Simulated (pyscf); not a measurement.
Concerted two-bond exchange: :HSi–Cl [singlet] + ammonia (NH₃) -> HN=SiH–Cl + hydrogen (H₂)

Gas phase, singlet surface, charge 0. Bonds broken: N4–H5, N4–H6. Bonds formed: Si1–N4, H5–H6. Optimised with ωB97X-D3(BJ)/def2-SVP in PySCF.

Transition state (Å):

```xyz
7

Si    -0.4544     0.8634    -0.5519
Cl     1.3968     0.8868    -1.4923
H     -0.2828     1.7419     0.6506
N     -0.7139    -0.7956    -0.1262
H      0.0072    -1.6514    -0.1141
H      0.2085    -1.7576     0.9381
H     -1.5913    -1.1298     0.2705
```

One imaginary mode, 1412i cm⁻¹; descent along it reached the two sides named, in the forms told below.

| bond | change | reactant side (Å) | saddle | product side |
|---|---|---|---|---|
| N4–H5 | breaks | 1.022 | 1.119 | 2.538 |
| N4–H6 | breaks | 1.024 | 1.706 | 3.3 |
| Si1–N4 | forms | 2.058 | 1.732 | 1.583 |
| H5–H6 | forms | 1.649 | 1.077 | 0.763 |

Electronic energies relative to the separated reactants (kcal/mol):

| level | barrier | reaction energy | reverse barrier |
|---|---|---|---|
| ωB97X-D3(BJ)/def2-TZVP | 58.9 | -4.5 | 63.4 |
| PBE/def2-TZVP | 38.6 | -4.7 | 43.3 |
| r²SCAN/def2-TZVP | 39.8 | -8.6 | 48.4 |
| B3LYP-D3(BJ)/def2-TZVP | 47.4 | -4.1 | 51.4 |
| PBE0-D3(BJ)/def2-TZVP | 47.4 | -2.7 | 50.2 |
| M06-2X/def2-TZVP | 56.6 | -2.9 | 59.5 |
| ωB97M-D3(BJ)/def2-TZVP | 58.9 | -1.4 | 60.2 |
| HF/def2-TZVP | 86.6 | +4.9 | 81.7 |

With ωB97M-D3(BJ)/def2-TZVP energies and thermal terms (ideal gas, 1 atm, RRHO with modes under 100 cm⁻¹ raised to 100, one conformer, R ln 2 for chiral ones without a mode under 150 cm⁻¹), in kcal/mol:

```
T (K)   ΔH‡   ΔG‡    ΔH    ΔG
-----  ----  ----  ----  ----
298    54.3  64.4  -6.0  -3.7
600    54.9  74.6  -4.7  -1.8
900    56.0  84.2  -3.5  -0.6
1200   57.2  93.4  -2.6  +0.2
```

On the reactant side the descent ends in an adduct with a N–Si contact, 29.6 kcal/mol under the separated species and 88.4 kcal/mol under the saddle at ωB97X-D3(BJ)/def2-TZVP. What is counted as formed (N–Si) is already present as a longer contact in the reactant adduct; forming that adduct is a step of its own. The same reactants have a lower exit, to H₂N–SiH: [singlet] + HCl (barrier +5.0 kcal/mol at ωB97M-D3(BJ)/def2-TZVP, against +58.9 kcal/mol here). HN=SiH–Cl lies 26.4 kcal/mol over its isomer H₂N–Si:–Cl [singlet] (electronic energy, ωB97M-D3(BJ)/def2-TZVP). One saddle was located; it need not be the lowest between these sides. A restricted solution here is unstable towards spin polarisation, so biradical character is likely and single-reference numbers are less safe.
